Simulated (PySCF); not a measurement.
## Scan of Al$_{2}$H, quartet

Starting geometry (PBE0/def2-TZVP stationary point for this spin, not checked as a minimum):

```xyz
3

Al    0.0000    0.0000    0.2591
Al    0.0000    0.0000   -2.1014
H     0.0000    0.0000    1.8423
```

From there all distances are scaled together; atoms are numbered as listed. Energies are in kJ/mol, counted from the starting geometry at the same level.

Basis 6-31G; PySCF 2.14.0. Correlated methods freeze the noble-gas cores. Prefix R: restricted or restricted open-shell reference.

A value is left out where its run failed or describes another state than the reference as far as symmetry and spin tell, or, spin-broken singlets apart, can't be checked. The reference follows the lowest state, whose symmetry changes from Σ⁻ or Δ to Π between 1.518 and 1.769.

Full CI is exact within this basis and frozen core; it isn't the basis-set limit.

```csv
scale of all distances,full CI,unpaired electrons (full CI),error RHF,error RMP2,error RCCSD,error RCCSD(T),error RCCSDT
0.880,123.4,3.03,-23.3,-10.1,-2.4,-1.0,-0.4
1.000,0.0,3.04,0.0,0.0,0.0,0.0,0.0
1.137,22.0,3.08,37.2,22.1,5.2,2.1,0.9
1.313,116.8,3.17,85.1,46.8,9.1,3.8,1.2
1.518,196.3,3.24,–,–,–,–,–
1.769,223.3,3.13,-20.4,10.3,-3.5,-0.6,-0.6
1.973,231.1,3.14,-27.6,6.5,-4.3,-0.8,-0.6
2.425,240.7,3.15,-34.2,3.0,-6.0,-1.9,-0.6
```

Unpaired electrons are Σ n²(2−n)² over natural occupations. Errors are those of relative energies. In total energy the starting point itself misses full CI by: RHF 190.7, RMP2 63.5, RCCSD 7.7, RCCSD(T) 2.9, RCCSDT 0.8 kJ/mol.

Spread of the error over the points with a reference, to 2.425 (largest less smallest): RCCSDT 1.8 (7 of 8 points), RCCSD(T) 5.7 (7 of 8 points), RCCSD 15.2 (7 of 8 points), RMP2 56.9 (7 of 8 points), RHF 119.3 (7 of 8 points) kJ/mol.

Going outwards, the relative energy of RHF first misses by more than 4.2 kJ/mol (1 kcal/mol) at 1.137.

Going outwards, the relative energy of RCCSD first misses by more than 4.2 kJ/mol (1 kcal/mol) at 1.137.
